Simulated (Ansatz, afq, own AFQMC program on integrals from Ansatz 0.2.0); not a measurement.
Integrals from Ansatz 0.2.0, then the random walk in our own AFQMC program (afq).

```yaml
crystal:
  periodic: [false, false, false]
  atoms:
    - {symbol: C, position_ang: [-0.244572, 0.000000, 0.558545]}
    - {symbol: C, position_ang: [0.185357, 0.000000, -0.558545]}
    - {symbol: H, position_ang: [0.137845, 0.000000, 1.552182]}
    - {symbol: H, position_ang: [0.567774, 0.000000, -1.552182]}
basis:
  gaussian: {orbitals: cc-pVDZ}
magnetization: {spin_polarized: false}
correlation: {method: ccsd_t, electrons: outside_noble_gas, hamiltonian_folder: ham}
```

```sh
$ ansatz run in.yaml --threads 1 --pin off --events-out ev --progress --plain --max-ram 1382MiB
```

Options of the walk:

```
--method phaseless --trial cisd --walkers 70 --populations 1 --least-time 40 --time-step 0.005 --steps-per-block 50 --equilibration-blocks 28 --max-blocks 300 --target-error 0.00038 --factor-cut 1e-05 --seed 9799 --release-times 0.24,0.51,0.99,1.62,2.4 --release-step 0.03 --release-every 4 --taylor-order 6
```

Times are imaginary, in 1/Eh. The walk had a cap of 536 s.

Log:

```
orbitals 36  electrons 5 5  factors 281 of 350
reference energy -76.80544558 Eh
CCSD correlation -0.27549123 Eh in 10 cycles, weight of the determinant in the CISD state 0.8793
energy of the start -77.080937 Eh
 block  time / (1/Eh)  mean weight  energy / Eh
     1     0.250  0.9980  -77.078209
     2     0.500  0.9988  -77.083989
     3     0.750  0.9986  -77.087980
     4     1.000  0.9997  -77.089266
     5     1.250  1.0018  -77.085841
     7     1.750  0.9991  -77.089908
     9     2.250  0.9970  -77.101439
    17     4.250  1.0000  -77.090691
    33     8.250  1.0007  -77.092399
    49    12.250  1.0012  -77.092815
    65    16.250  1.0024  -77.098321
    73    18.250  1.0004  -77.082414
    81    20.250  1.0017  -77.110002
    97    24.250  1.0002  -77.090597
   113    28.250  0.9988  -77.086041
   129    32.250  1.0007  -77.092115
   145    36.250  1.0005  -77.107178
   161    40.250  1.0006  -77.113187
   177    44.250  0.9989  -77.097050
   193    48.250  1.0000  -77.086702
   209    52.250  0.9974  -77.099477
   225    56.250  0.9996  -77.099593
   241    60.250  0.9986  -77.085320
   257    64.250  1.0001  -77.083457
   273    68.250  1.0013  -77.108703
   289    72.250  0.9998  -77.094107
   305    76.250  1.0007  -77.096147
   321    80.250  1.0004  -77.090096
blocks merged  error / Eh  count
     1  0.000476  300
     2  0.000555  150
     4  0.000684  75
     8  0.000732  37
    16  0.000841  18
    32  0.001003  9
released: time / (1/Eh)  energy / Eh  error  mean overlap
  0.24  -77.094241  0.000713  1.0064
  0.51  -77.094398  0.000592  1.0016
  0.99  -77.094661  0.000751  0.9941
  1.62  -77.094278  0.000684  0.9914
  2.40  -77.093116  0.000691  0.9971
energy -77.094478 +/- 0.000841 Eh
(rows thinned)
```

The run passed its tests (sampling time, drift between the halves within three errors, error under three times the target), which doesn't prove that it has relaxed.

Against this walk (error 22.9 meV) on the same determinant: CCSD(T) 50.7 meV higher, CCSDT(Q) 9.5 meV higher (within the noise). The error is statistical and leaves out the bias of the constraint. Released to 2.40 1/Eh the energy moves by 37 ± 30 meV (both errors), within twice the noise.

Cautions: constraint bias not in the error; error above the target (22.9 against 10.3 meV); restricted determinant unstable towards unrestricted (UHF 4 meV lower, ⟨S²⟩ 0.08).

The walk took 3.3 min on 1 thread of Intel(R) Xeon(R) Platinum 8488C (Sapphire Rapids) (shared host). The log's last line is the phaseless energy.

CCSDT and higher add their correlation energy to the determinant of the CCSD(T) run, since their own runs factorise the integrals more tightly (a shift of under 2 meV). A walk keeps the symmetry of its determinant, which the program's search chose and which needn't be the lowest solution, so a lower state of the same spin and another symmetry isn't excluded.
